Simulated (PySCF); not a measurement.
SiB⁻ at ROHF-CCSD

Level: ROHF-CCSD. basis Si def2-TZVPPD, B def2-TZVPPD; no relativity; PySCF 2.14.

| Item | Value |
| --- | --- |
| state | ³Π (triplet), unpaired electrons σ ↑, π ↑ |
| bond length | 1.860 Å |
| harmonic wavenumber | 826 cm⁻¹ |
| force constant | 3.17 mdyn/Å |
| rotational constant Be | 0.6165 cm⁻¹ |
| anharmonicity ωexe | 5.32 cm⁻¹ |
| vibration–rotation constant αe | 0.00518 cm⁻¹ |

Correlated steps freeze 6 core orbitals. The CCSD T1 diagnostic is raised, a sign that a single reference may not be enough here. The state was picked by a PBE0 search and need not be the measured ground state.
